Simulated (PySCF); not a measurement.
# Computed data sheet: hydrogen sulfate, `O=S(=O)(O)[O-]`

Species: hydrogen sulfate, HO4S (charge -1).
SMILES with atom numbers: `[O:1]=[S:2](=[O:3])([O-:4])[OH:5]` (hydrogens: H6 on O5)

Structure used (PBE0-D3(BJ)/def2-SVP), in Å, numbered top down from 1:
```
atom  x, y, z in Å
O1    -0.9519   -0.9638   -1.0129
S2    -0.4556   -0.0254   -0.0001
O3    -0.1380   -0.6381    1.3091
O4    -1.1702    1.2538    0.0611
O5     1.0886    0.3977   -0.5388
H6     1.6334   -0.0201    0.1385
```

**PBE0-D3(BJ)/def2-SVP geometry optimisation, gas phase (PySCF)**

* Rotational constants A, B, C: 5.197, 4.902, 4.860 GHz

**PBE0/pcSseg-1 ground state and GIAO shieldings, non-relativistic (PySCF)**

- HOMO energy: -2.18 eV
- LUMO energy: 6.04 eV
- HOMO–LUMO gap: 8.22 eV
- Lowest Hirshfeld atomic charge: -0.44 e on O3
- Highest Hirshfeld atomic charge: +0.47 e on S2
- 1H chemical shifts (computed TMS as zero) by class: 3.09 (H6) ppm
- Isotropic shieldings of nuclei other than C and H, by class: 99 (O1/O3/O4), 112 (O5), 152 (S2) ppm
- Mayer bond orders between heavy atoms: O1–S2 1.70, S2–O3 1.62, S2–O4 1.70, S2–O5 0.85

**delta-SCF UKS SCAN, pcX-2 on the ionised atom, pcseg-1 elsewhere, spin-free X2C; 2p3/2 from a spin–orbit splitting computed afterwards within the 2p shell (PySCF)**

- Core binding energies: S2p3/2 169.2 (S2), O1s 532.3 (O1/O3/O4), O1s 534.0 (O5), S1s 2478.4 (S2) eV

Monoisotopic mass of the ion (most abundant isotopes, electron mass counted): 96.9601 u.

With B = h/(8π²I), that is 505.379 GHz u Å² over I, the principal moments of inertia are 97.3, 103.1 and 104.0 u Å² (most abundant isotopes). The rotational constants are those of a nearly prolate symmetric top.

 NMR classes are plain means over equivalent atoms (diastereotopic ones count apart unless rotation or inversion swaps them), as if these changed places fast; in this geometry the members of some classes differ. No diffuse functions stand in pcSseg-1, which bears on an anion's orbital energies.
